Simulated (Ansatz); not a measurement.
System: CHO (charge +1, singlet). SMILES of the parent species: [CH]=O
Coordinates optimised at B3LYP-D3(BJ)/def2-TZVP (Ansatz, a program for electronic structure):
```
C
O 1 1.1014
H 1 1.0964 2 180.00
```
Charge +1, spin multiplicity 1.

Task: Give the harmonic wavenumbers at B3LYP-D3(BJ)/def2-TZVP (Ansatz, finite differences of forces, unscaled).

Result: 869, 869, 2267, 3209 cm⁻¹. Zero-point energy 10.3 kcal/mol.

Task: From these and the geometry, give the ideal-gas thermochemistry at 298.15 K and 1 atm (rigid rotor, harmonic oscillator).

Result: Point group C∞v, rotational symmetry number 1. Rotational constants 45.04, 45.04 GHz. S(trans) 36.03, S(rot) 11.78, S(vib) 0.32, S(elec, spin only) 0.00, S 48.1 cal/(mol K). H(298) - H(0) 2.15 kcal/mol; G - E(el) -1.9 kcal/mol.
